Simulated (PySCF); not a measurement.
LiH⁻: script and output

Input:

```python
from pyscf import gto, scf, tdscf

mol = gto.M(
    atom='Li 0 0 0; H 0 0 1.705',
    basis='jorge-tzp-dkh',
    charge=-1,
    spin=1,
    verbose=3,
)
mf = scf.UHF(mol)
mf = mf.sfx2c1e()
mf.kernel()
td = tdscf.TDA(mf)
td.nstates = 5
td.kernel()
td.analyze()
mf.dip_moment()
print('orbital energies (hartree):', [e[max(0, n-3):n+3].round(4) for e, n in zip(mf.mo_energy, mol.nelec)])
```

```bash
$ OMP_NUM_THREADS=1 python input.py
```

Output (some set-up lines and the per-cycle HOMO/LUMO lines with their warnings removed):

```
converged SCF energy = -7.99158534249568  <S^2> = 0.75043045  2S+1 = 2.0004304
Excitation energies (eV)
[0.93722711 0.93722711 1.72654854 2.92898183 2.92898183]

** Excitation energies and oscillator strengths **
Excited State   1:      0.93723 eV   1322.88 nm  f=0.1089
Excited State   2:      0.93723 eV   1322.88 nm  f=0.1089
Excited State   3:      1.72655 eV    718.10 nm  f=0.0485
Excited State   4:      2.92898 eV    423.30 nm  f=0.0316
Excited State   5:      2.92898 eV    423.30 nm  f=0.0316
Dipole moment(X, Y, Z, Debye): -0.00000, -0.00000,  0.97240
orbital energies (hartree): [array([-2.2577, -0.1555, -0.0086,  0.1349,  0.1349,  0.1618]), array([-2.254 , -0.1462,  0.1435,  0.1435,  0.1529])]
```

In short: E(SCF) = -7.991585 Eh, ⟨S²⟩ = 0.750, first excitations without spin–orbit coupling 0.94, 0.94, 1.73, 2.93, 2.93 eV.

Run time: 1.2 s on 1 thread of Intel Xeon 6975P-C (shared host).

The basis has no diffuse functions, which an anion needs. The bond length is a typed value, not an optimised one. The dipole of an ion depends on the origin. No search for the lowest solution was made.
